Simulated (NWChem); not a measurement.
Molecule: fluorine (F₂); SMILES FF

Program: NWChem. Pople sets run with spherical d functions. All runs use the structure optimised with PBE0/def2-SVP. B3LYP is NWChem's, with the RPA form of VWN correlation. Static field.

```tsv
level	basis functions	isotropic polarisability (bohr³)	anisotropy (bohr³)
B3LYP/6-31G*	28	4.9	6.6
B3LYP/6-31+G*	36	6.6	6.7
B3LYP/def2-SVP	28	4.3	7.1
B3LYP/def2-SVPD	46	8.2	5.8
B3LYP/def2-TZVP	62	5.9	7.1
B3LYP/aug-cc-pVDZ	46	7.5	6.2
B3LYP/Sadlej pVTZ	48	8.4	5.8
B3LYP/d-aug-cc-pVDZ	64	8.5	5.8
B3LYP/def2-TZVPD	80	8.4	5.8
B3LYP/aug-cc-pVTZ	92	8.1	5.9
```
